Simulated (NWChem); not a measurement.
A series in which one site is exchanged, each optimised at PBE0/def2-SVP with NWChem, gas phase unless a solvent is named. For some, no frequency run checked for a minimum. def2 effective core potentials on Bi; no spin-orbit coupling.

A: P (PH3; site = P)
B: N (NH₃; site = N)
C: [BiH3] (BiH3; site = Bi)
D: [AsH3] (AsH$_{3}$; site = As)

```
quantity                                                   A  B      C      D
-----------------------------------------------------  -----  -  -----  -----
dipole (D), PBE0/def2-SVP                               0.91  ?   0.99   0.51
vertical ionisation energy, ΔSCF, PBE/def2-SVP (eV)    10.46  ?   9.94  10.37
vertical ionisation energy, ΔSCF, B3LYP/def2-SVP (eV)  10.57  ?  10.09  10.50
static polarisability, B3LYP/def2-SVPD (bohr³)          29.9  ?   51.4   34.9
lowest singlet excitation, B3LYP/def2-SVPD, TDA (eV)    7.05  ?   6.16   6.75
```

Problem. Complete the blanks.

Solution. 
- dipole (D), PBE0/def2-SVP, B: 1.79
- vertical ionisation energy, ΔSCF, PBE/def2-SVP (eV), B: 10.71
- vertical ionisation energy, ΔSCF, B3LYP/def2-SVP (eV), B: 10.76
- static polarisability, B3LYP/def2-SVPD (bohr³), B: 13.6
- lowest singlet excitation, B3LYP/def2-SVPD, TDA (eV), B: 6.86
